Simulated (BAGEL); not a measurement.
# C3H3O2 (SMILES O=C[C]1CO1): ROHF/def2-SVP (density fitting with qzvpp-jkfit)

Aim: the vertical doublet–quartet gap of C3H3O2 at ROHF/def2-SVP (density fitting with qzvpp-jkfit), from 2 runs. 

Program for the calculation: BAGEL 1.2.2.

3 further runs of the same task are left out: 2 that didn't finish, 1 set aside as unsound or not needed.

## 1. The molecule

C3H3O2 has 8 atoms, charge 0, and is taken as a doublet. SMILES: `O=C[C]1CO1`. The shape is that of a GFN2-xTB optimisation. This is one conformer, not always the lowest.

Bond lengths: O1–C2 1.227 Å, C2–C3 1.397 Å, C3–C4 1.439 Å, C3–O5 1.324 Å, C4–O5 1.444 Å, C2–H6 1.104 Å, C4–H7 1.083 Å, C4–H8 1.083 Å. Some angles: O1–C2–C3 125.4°, C2–C3–C4 154.1°, C2–C3–O5 143.0°, C4–C3–O5 62.8°, C3–C4–O5 54.7°, C3–O5–C4 62.5°, O1–C2–H6 121.8°, C3–C2–H6 112.8°, C3–C4–H7 120.2°, C3–C4–H8 120.3°.

## 2. A single-point energy at ROHF/def2-SVP (density fitting with qzvpp-jkfit)

hf.json

```json
{ "bagel" : [

{
  "title" : "molecule",
  "basis" : "svp",
  "df_basis" : "qzvpp-jkfit",
  "angstrom" : true,
  "geometry" : [
    { "atom" : "O", "xyz" : [       0.495090,       1.429710,       1.979240 ] },
    { "atom" : "C", "xyz" : [      -0.163410,       1.052780,       1.015290 ] },
    { "atom" : "C", "xyz" : [       0.181300,       0.002970,       0.161280 ] },
    { "atom" : "C", "xyz" : [      -0.020730,      -0.869620,      -0.965510 ] },
    { "atom" : "O", "xyz" : [       1.112550,      -0.908360,      -0.071810 ] },
    { "atom" : "H", "xyz" : [      -1.116540,       1.535710,       0.736700 ] },
    { "atom" : "H", "xyz" : [       0.203110,      -0.526720,      -1.968120 ] },
    { "atom" : "H", "xyz" : [      -0.691380,      -1.716470,      -0.887070 ] }
  ]
},

{
  "title" : "rohf",
  "nopen" : 1
},

{
  "title" : "print",
  "file" : "orbitals.molden",
  "orbitals" : true
}

]}
```

Run with:

```sh
BAGEL_NUM_THREADS=1 BAGEL hf.json > hf.out
```

The log of the run:

```text
* using 1 threads per process

  ===============================================================
  ===============================================================

  *** Geometry ***

  { "atom" : "O", "xyz" : [      0.935585,      2.701760,      3.740222 ] },
  { "atom" : "C", "xyz" : [     -0.308800,      1.989466,      1.918620 ] },
  { "atom" : "C", "xyz" : [      0.342607,      0.005612,      0.304775 ] },
  { "atom" : "C", "xyz" : [     -0.039174,     -1.643344,     -1.824549 ] },
  { "atom" : "O", "xyz" : [      2.102415,     -1.716552,     -0.135701 ] },
  { "atom" : "H", "xyz" : [     -2.109955,      2.902071,      1.392161 ] },
  { "atom" : "H", "xyz" : [      0.383822,     -0.995357,     -3.719208 ] },
  { "atom" : "H", "xyz" : [     -1.306519,     -3.243658,     -1.676319 ] },

  Number of auxiliary basis functions:      433

  Since a DF basis is specified, we compute 2- and 3-index integrals:
    o Being stored without compression. Storage requirement is 0.025 GB

  Number of basis functions:       85
  Number of electrons      :       37

    * METHOD: MOLECULE                             0.16

  *** Open-shell HF ***

  === Nuclear Repulsion ===
   155.2149635215

      * DIIS with orbital gradients will be used.

  === ROHF iteration (svp) ===
      0       -264.50628295          0.03708751           0.08
      1       -264.60593601          0.03268127           0.09
      2       -264.64902750          0.02614443           0.09
      3       -264.73681302          0.00164030           0.08
      4       -264.73770708          0.00062580           0.08
      5       -264.73801858          0.00036154           0.08
      6       -264.73817571          0.00019475           0.08
      7       -264.73824757          0.00013359           0.10
      8       -264.73828035          0.00008737           0.08
      9       -264.73829419          0.00003543           0.08
     10       -264.73831604          0.00001053           0.08
     11       -264.73832683          0.00000474           0.08
     12       -264.73832810          0.00000298           0.08
     13       -264.73832790          0.00000133           0.08
     14       -264.73832781          0.00000100           0.08
     15       -264.73832782          0.00000043           0.08
     16       -264.73832786          0.00000027           0.08
     17       -264.73832788          0.00000014           0.08
     18       -264.73832792          0.00000006           0.08
     19       -264.73832796          0.00000003           0.08
     20       -264.73832796          0.00000001           0.08
     21       -264.73832797          0.00000001           0.08
    * SCF iteration converged.

    * S^2 (ROHF) is 0.7500

    * Permanent dipole moment:
           (    1.184348,     0.523480,     1.559564) a.u.

    * METHOD: ROHF                                 1.97

    * METHOD: PRINT                                0.01

  ===============================================================
```

It took 2.4 s on 1 thread of Arm Neoverse V2, shared host; peak memory 0.1 GiB.

## 3. The quartet, same level

input.json

```json
{ "bagel": [

{
  "title": "molecule",
  "basis": "svp",
  "df_basis": "qzvpp-jkfit",
  "angstrom": true,
  "geometry": [
    { "atom": "O", "xyz": [       0.495090,       1.429710,       1.979240 ] },
    { "atom": "C", "xyz": [      -0.163410,       1.052780,       1.015290 ] },
    { "atom": "C", "xyz": [       0.181300,       0.002970,       0.161280 ] },
    { "atom": "C", "xyz": [      -0.020730,      -0.869620,      -0.965510 ] },
    { "atom": "O", "xyz": [       1.112550,      -0.908360,      -0.071810 ] },
    { "atom": "H", "xyz": [      -1.116540,       1.535710,       0.736700 ] },
    { "atom": "H", "xyz": [       0.203110,      -0.526720,      -1.968120 ] },
    { "atom": "H", "xyz": [      -0.691380,      -1.716470,      -0.887070 ] }
  ]
},

{ "title": "rohf", "nopen": 3 },

{ "title": "print", "file": "orbitals.molden", "orbitals": true }

]}
```

Run with:

```sh
BAGEL_NUM_THREADS=1 BAGEL input.json > input.out
```

The log of the run:

```text
* using 1 threads per process

  ===============================================================
  ===============================================================

  *** Geometry ***

  { "atom" : "O", "xyz" : [      0.935585,      2.701760,      3.740222 ] },
  { "atom" : "C", "xyz" : [     -0.308800,      1.989466,      1.918620 ] },
  { "atom" : "C", "xyz" : [      0.342607,      0.005612,      0.304775 ] },
  { "atom" : "C", "xyz" : [     -0.039174,     -1.643344,     -1.824549 ] },
  { "atom" : "O", "xyz" : [      2.102415,     -1.716552,     -0.135701 ] },
  { "atom" : "H", "xyz" : [     -2.109955,      2.902071,      1.392161 ] },
  { "atom" : "H", "xyz" : [      0.383822,     -0.995357,     -3.719208 ] },
  { "atom" : "H", "xyz" : [     -1.306519,     -3.243658,     -1.676319 ] },

  Number of auxiliary basis functions:      433

  Since a DF basis is specified, we compute 2- and 3-index integrals:
    o Being stored without compression. Storage requirement is 0.025 GB

  Number of basis functions:       85
  Number of electrons      :       37

    * METHOD: MOLECULE                             0.16

  *** Open-shell HF ***

  === Nuclear Repulsion ===
   155.2149635215

      * DIIS with orbital gradients will be used.

  === ROHF iteration (svp) ===
      0       -264.23092404          0.03409733           0.08
      1       -264.35413143          0.03338385           0.08
      2       -264.43723655          0.02520721           0.08
      3       -264.53834507          0.00479396           0.08
      4       -264.56236999          0.00218177           0.08
      5       -264.56906565          0.00107806           0.08
      6       -264.57073925          0.00057714           0.08
      7       -264.57128476          0.00030982           0.09
      8       -264.57146720          0.00018320           0.08
      9       -264.57151787          0.00009170           0.08
     10       -264.57152635          0.00004110           0.08
     11       -264.57152811          0.00002323           0.08
     12       -264.57152795          0.00001114           0.08
     13       -264.57152745          0.00000636           0.08
     14       -264.57152727          0.00000464           0.08
     15       -264.57152729          0.00000356           0.08
     16       -264.57152730          0.00000269           0.08
     17       -264.57152733          0.00000194           0.08
     18       -264.57152735          0.00000150           0.08
     19       -264.57152737          0.00000111           0.08
     20       -264.57152738          0.00000070           0.08
     21       -264.57152738          0.00000044           0.08
     22       -264.57152738          0.00000028           0.08
     23       -264.57152738          0.00000017           0.08
     24       -264.57152738          0.00000012           0.08
     25       -264.57152738          0.00000010           0.08
     26       -264.57152738          0.00000007           0.08
     27       -264.57152738          0.00000006           0.08
     28       -264.57152738          0.00000005           0.08
     29       -264.57152738          0.00000004           0.08
     30       -264.57152738          0.00000003           0.08
     31       -264.57152738          0.00000002           0.09
     32       -264.57152738          0.00000002           0.09
     33       -264.57152738          0.00000001           0.08
    * SCF iteration converged.

    * S^2 (ROHF) is 3.7500

    * Permanent dipole moment:
           (    0.937609,    -0.159575,     0.611053) a.u.

    * METHOD: ROHF                                 2.99

    * METHOD: PRINT                                0.01

  ===============================================================
```

Run time: 3.6 s. Hardware: 1 thread of Arm Neoverse V2, shared host; peak memory 0.1 GiB.

## 4. What came out

At ROHF/def2-SVP (density fitting with qzvpp-jkfit):

| quantity | value |
| --- | --- |
| doublet: total energy | -264.73833 Eh |
| doublet: dipole moment | 5.15 D |
| doublet: ⟨S²⟩ | 0.750 |
| quartet: total energy | -264.57153 Eh |
| quartet: dipole moment | 2.87 D |
| quartet: ⟨S²⟩ | 3.750 |
| vertical energy of the quartet above the doublet | 4.539 eV |

**Reading.** At this shape the quartet lies 4.54 eV (105 kcal/mol) above the doublet.
